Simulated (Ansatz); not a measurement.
**Aluminium, fcc under r²SCAN: testing the Methfessel-Paxton smearing**

How small must the Methfessel-Paxton smearing width be for energy and pressure to settle? The geometry was relaxed under r²SCAN beforehand and stays fixed; 7 values are run, from 0.01 to 1.0 eV. Wanted are the values from which on the energy stays within 10 and 1 meV/atom, and the pressure within 0.5 GPa, of the narrowest run. Within the series other settings stay, but some runs also write fields, which adds to their time. Spin polarisation is left out.

Program: Ansatz 0.2.0. Level of theory: DFT r²SCAN, plane waves with PAW, scalar-relativistic. These are calculated values, not measurements.

## Step 1: Starting point

It takes space group Fm-3m (No. 225, cubic). The conventional cell has a = 3.993 Å, b = 3.993 Å, c = 3.993 Å, α = 90.00°, β = 90.00°, γ = 90.00°. Around Al (site symmetry m-3m) lie 12 Al at 2.82 Å.

As a file:

```xyz
1
Lattice="0.0000 1.9967 1.9967 1.9967 0.0000 1.9967 1.9967 1.9967 0.0000" Properties=species:S:1:pos:R:3 pbc="T T T"
Al    0.0000    0.0000    0.0000
```

## Step 2: Run at 0.01 eV

The run at 0.01 eV.

The input, input.yaml:

```yaml
crystal:
  lattice:
    - [0.0, 1.9966927595, 1.9966927595]
    - [1.9966927595, 0.0, 1.9966927595]
    - [1.9966927595, 1.9966927595, 0.0]
  atoms:
    - { symbol: Al, position: [0.0, 0.0, 0.0] }
hamiltonian:
  xc: r2scan
  pseudopotentials:
    kind: paw
    azcp:
      Al: "pseudopotentials/Al.paw.azcp"
basis:
  ecutwfc: 500
  fft_grid_basis: typed
kpoints:
  mp_grid: { grid: [14, 14, 14], shift: [0, 0, 0] }
magnetization:
  spin_polarized: false
scf:
  occupations: { method: methfessel_paxton, width: 0.01 }
  lower_state_search: "off"
output:
  stress: true
  write_density: true
  write_potential: true
  elf: true
  volumetric_format: npy
```

Started as:

```
> ansatz run input.yaml --threads 2 --pin off --max-ram 5120MiB --backend cpu --events-out ev --progress --plain --runs-dir out
```

## Step 3: Run at 0.03 eV

The run at 0.03 eV.

Edit input.yaml of step 2 so:

```diff
@@ -21,3 +21,3 @@
 scf:
-  occupations: { method: methfessel_paxton, width: 0.01 }
+  occupations: { method: methfessel_paxton, width: 0.03 }
   lower_state_search: "off"
@@ -25,5 +25 @@
   stress: true
-  write_density: true
-  write_potential: true
-  elf: true
-  volumetric_format: npy
```

## Step 4: Run at 0.1 eV

The run at 0.1 eV.

Edit input.yaml of step 3 so:

```diff
@@ -21,3 +21,3 @@
 scf:
-  occupations: { method: methfessel_paxton, width: 0.03 }
+  occupations: { method: methfessel_paxton, width: 0.1 }
   lower_state_search: "off"
```

## Step 5: Run at 0.2 eV

The run at 0.2 eV.

Edit input.yaml of step 4 so:

```diff
@@ -21,3 +21,3 @@
 scf:
-  occupations: { method: methfessel_paxton, width: 0.1 }
+  occupations: { method: methfessel_paxton, width: 0.2 }
   lower_state_search: "off"
@@ -25 +25,5 @@
   stress: true
+  write_density: true
+  write_potential: true
+  elf: true
+  volumetric_format: npy
```

## Step 6: Run at 0.3 eV

The run at 0.3 eV.

Edit input.yaml of step 5 so:

```diff
@@ -21,3 +21,3 @@
 scf:
-  occupations: { method: methfessel_paxton, width: 0.2 }
+  occupations: { method: methfessel_paxton, width: 0.3 }
   lower_state_search: "off"
@@ -25,5 +25 @@
   stress: true
-  write_density: true
-  write_potential: true
-  elf: true
-  volumetric_format: npy
```

## Step 7: Run at 0.6 eV

The run at 0.6 eV.

Edit input.yaml of step 6 so:

```diff
@@ -21,3 +21,3 @@
 scf:
-  occupations: { method: methfessel_paxton, width: 0.3 }
+  occupations: { method: methfessel_paxton, width: 0.6 }
   lower_state_search: "off"
```

## Step 8: Run at 1.0 eV

The run at 1.0 eV.

Edit input.yaml of step 7 so:

```diff
@@ -21,3 +21,3 @@
 scf:
-  occupations: { method: methfessel_paxton, width: 0.6 }
+  occupations: { method: methfessel_paxton, width: 1.0 }
   lower_state_search: "off"
```

(Steps that only read results are left out.)

What does the calculation give?

The runs gave:

| quantity | value |
| --- | --- |
| E(σ → 0) stays within 10 meV/atom of 0.01 eV | up to 1.0 eV |
| E(σ → 0) stays within 1 meV/atom | up to 0.6 eV |
| pressure stays within 0.5 GPa | up to 0.6 eV |
| pressure at 0.01 eV | -0.46 GPa |
| energy of a separate run on a finer mesh (22×22×22) | -6.5 meV/atom from 0.01 eV |

What this shows: The far end, 1.0 eV, lies -1.6 meV/atom and +0.5 GPa from the yardstick. Over the range F shifts by -2.9 meV/atom, while E(σ → 0) shifts by -1.6. This scheme cancels the term in the square of the width, so F moves little up to 0.2 eV. The mesh (14×14×14) is fixed, so the narrowest widths carry a k-point error of their own. The yardstick itself is unsettled by 6.5 meV/atom against the finer mesh, so the thresholds above hold only within this series, and wider smearing, which averages over more states, can land nearer the fine-mesh value than the narrowest does. The cell taken over is 4 % smaller than the measured one (16.60 Å³/atom, COD).
